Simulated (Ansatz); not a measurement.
Working through vertical energies of changing the electron count of CH5NSi, SMILES C[Si]N

With Ansatz's Python interface.

Notebook, run cell by cell (the value of a cell's last expression is shown):

**Cell 1**
```python
from dataclasses import dataclass

import ansatz


@dataclass
class Settings:
    basis_set: str = 'aug-cc-pVDZ'
    level: str = 'ccsd_t'
```

**Cell 2**
```python
settings = Settings()


def energy(molecule, charge=0, unpaired=0):
    calc = molecule.calculation().basis(gaussian=settings.basis_set).correlation(settings.level)
    if charge:
        calc = calc.charge(charge)
    if unpaired:
        calc = calc.spin('collinear', total=unpaired)
    return calc.run(threads=1, pin='off').report['free_energy_ev']
```

**Cell 3**
```python
geometry_ang = [
    ('C', (-0.6484, 0.8265, -0.595)),
    ('Si', (0.9328, 0.3814, 0.0929)),
    ('N', (0.7699, -1.0407, 0.9957)),
    ('H', (-1.0242, 0.1033, -1.2666)),
    ('H', (-0.6125, 1.7824, -1.2144)),
    ('H', (-1.4329, 1.0675, 0.1819)),
    ('H', (1.7416, -1.416, 1.2663)),
    ('H', (0.3658, -1.7614, 0.4835)),
]
system = ansatz.Crystal.molecule()
for symbol, xyz in geometry_ang:
    system = system.atom(symbol, xyz)

# total-energy differences at one geometry
parent = energy(system, 0, 0)
cation = energy(system, 1, 1)
print(f'E(N)   = {parent:.5f} eV')
print(f'E(N-1) = {cation:.5f} eV  (1 unpaired)')
print(f'vertical ionisation energy {cation - parent:.3f} eV')
```
Output:
```text
E(N)   = -10465.91064 eV
E(N-1) = -10458.22447 eV  (1 unpaired)
vertical ionisation energy 7.686 eV
```

At this unrelaxed geometry removing an electron costs 7.69 eV.

Caveats:
- Total energies depend on the basis set; only differences at equal settings carry meaning.
- The geometry is a force-field or estimated start, not a minimum of this method, and the basis set is short of its limit. All parts are taken at fixed geometry, without zero-point energy. At an unrelaxed start these energies can be a whole eV from those at the minimum, and a small affinity can change sign.
- It ran for 51 s on 1 thread of Arm Neoverse V2, on a shared host, peak memory 1.2 GiB.
